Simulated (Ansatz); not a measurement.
Ideal-gas functions of C2HFO2 (`O=C1OC1F`) at 400 K and 1 bar, from an Ansatz frequency run at PBE0-D4/def2-TZVP.

Molar mass 76.03 g/mol, point group C1 (symmetry number 1), electronic degeneracy 1, moments of inertia 36.104, 120.145, 142.207 u Å². Harmonic wavenumbers (cm⁻¹, unscaled): 252, 466, 548, 718, 757, 945, 1109, 1204, 1254, 1382, 2064, 3185.

Use S(trans) = R[1.5 ln M + 2.5 ln T − 1.1517]; rotational temperatures θ = 24.2544 K / I; S(rot) = R[ln(√π/σ · √(T³/θAθBθC)) + 1.5]; for each mode x = 1.438777 ν̃/T, S = R[x/(eˣ − 1) − ln(1 − e⁻ˣ)] and H = RT x/(eˣ − 1); 1 cm⁻¹ = 0.0119627 kJ/mol; R = 8.31446 J/(mol·K).

**Question.** By hand: the entropy, in J/(mol·K).

**Answer.** Translation 169.0. Rotation: θ = 0.6718, 0.2019, 0.1706 K, giving 107.6. Vibration, mode by mode: 9.41, 4.93, 3.90, 2.41, 2.16, 1.26, 0.78, 0.59, 0.51, 0.35, 0.04, 0.00, in all 26.3. Electronic 0.0. Sum 302.9 J/(mol·K).

**Question.** By hand: H − E and G − E in kJ/mol, counted from the electronic energy.

**Answer.** Zero-point energy ½ × 13884 × 0.0119627 = 83.0; thermal vibration 6.9; translation, rotation and pV give 4 RT = 13.3. H − E = 103.2 kJ/mol, and G − E = 103.2 − 400 × 302.9/1000 = -18.0 kJ/mol.

Vibration gives 9 % of the entropy. The sum counts one conformer and one mirror image; others add a mixing term.
